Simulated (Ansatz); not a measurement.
Molecule: C$_{4}$H$_{7}$, net charge -1, singlet state. It need not be the lowest isomer of its formula. Whether it binds its extra electron was not tested at this geometry. SMILES: C=C([CH2-])C
Coordinates optimised at B3LYP-D3(BJ)/def2-TZVP (Ansatz, a first-principles code):
```xyz
11

C      0.2026     0.0991     1.4400
C     -0.0034     0.1272     0.0647
H      0.3361     1.0103     2.0148
H      0.2627    -0.8409     1.9763
C     -0.1117     1.2222    -0.7863
H     -0.0079     2.2395    -0.4219
H     -0.2774     1.0888    -1.8491
C     -0.0872    -1.2368    -0.6116
H     -0.4991    -1.9897     0.0679
H     -0.7209    -1.1971    -1.5032
H      0.9050    -1.5813    -0.9255
```
Charge -1, spin multiplicity 1.

Parts of the frozen-core correlation energy in 6-31G* (Ansatz, hartree). Frozen orbitals: 4; correlated occupied orbitals by spin: 12 and 12; virtual: 58 and 58. Spin-orbit coupling is left out. Non-relativistic.

```csv
term,value
reference (HF),-155.43074
MP2 opposite-spin,?
MP2 same-spin,?
CCSD correlation,-0.56712
(T),?
T1 diagnostic,0.014
largest doubles amplitude,0.057
```

**Question.** Some entries are withheld; supply them.

**Answer.** 
- MP2 opposite-spin, value: -0.39701
- MP2 same-spin, value: -0.12703
- (T), value: -0.01995
